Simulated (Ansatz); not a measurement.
**AsH2⁺, singlet: the ladder up to full CI**

Geometry: a point of a stretch scan, not a stationary point.

```yaml
atoms:
  - { symbol: As, position_ang: [0.0000, -0.0266, 0.0015] }
  - { symbol: H, position_ang: [0.0000, 1.0461, -1.0894] }
  - { symbol: H, position_ang: [0.0000, 0.9346, 0.9791] }
```

Basis cc-pVDZ; Ansatz 0.2.0. Correlated methods freeze the noble-gas cores and the filled d shells of p-block atoms, which leaves 6 electrons in 23 orbitals. Prefix R: restricted or restricted open-shell reference; prefix U: unrestricted. Active spaces: pair = (2e, 2o) about the gap; valence = (6e, 6o) chosen from the atoms' valence shells. No spin–orbit coupling is included, and no scalar relativity.

Full CI is exact within this basis and frozen core; it isn't the basis-set limit. The frozen core follows each run's orbitals, which can shift R against U totals by a few meV for light atoms and by up to 0.1 eV past Ca.

```
UHF ⟨S²⟩                          : 0.265
T1 diagnostic (RCCSD)             : 0.0113
largest doubles amplitude (RCCSD) : 0.092
```

```tsv
level	E − E(RHF) (eV)
RMP2	-2.3946
RCCSD	-3.1092
RCCSD(T)	-3.1632
```

(1) Estimate how far full CI in cc-pVDZ lies from RCCSD(T). The table doesn't fix it; the size of (T) and the diagnostics are the guide.

(1) Full CI in cc-pVDZ lies 16 meV below RCCSD(T), which is 29 % of the (T) step (-54 meV). RHF is unstable towards spin polarisation, and the rest is a large part of (T).

The other levels:

| level | E − E(full CI) (meV) | share of correlation (%) | wall time |
| --- | --- | --- | --- |
| CISD | 186 | 94.16 | 0.55 s |
| BCCD(T) | 16 | 99.51 | 0.48 s |
| RCCSDT | 3 | 99.91 | – |
| RCCSDT(Q) | 1 | 99.98 | 1 s |
| RCCSDTQ | 0 | 100.00 | 4.5 s |
| CASSCF (pair space) | 2673 | 15.91 | – |
| NEVPT2 (pair space) | 708 | 77.72 | 0.9 s |
| CASSCF (valence space) | 1792 | 43.64 | – |
| NEVPT2 (valence space) | 504 | 84.14 | 1 s |
| MRCISD (valence space) | 57 | 98.20 | – |
| MRCISD+Q (valence space) | -1 | 100.02 | 1.4 s |

The correlation energy at full CI, counted from RHF, is -3.179 eV. That run took 4.7 s on 1 thread of Arm Neoverse V1, shared host over 1,573,121 determinants.

Run but not shown, since their state, orbitals or frozen core can't be matched to the reference's or they repeat it: UHF.

Times hold each run's SCF and search for its determinant on a shared host, so for small cases they say little of a method's own cost; they ran on 1 thread of Arm Neoverse V1. Some runs computed forces too.

The full-CI state has the irrep A' of Cs, in the program's axes.

Natural occupations of full CI about the gap: 1.967 1.950 1.915 0.054 0.040 0.022 0.011 0.008 0.007 0.006; effectively unpaired electrons, Σ n²(2−n)², 0.06.
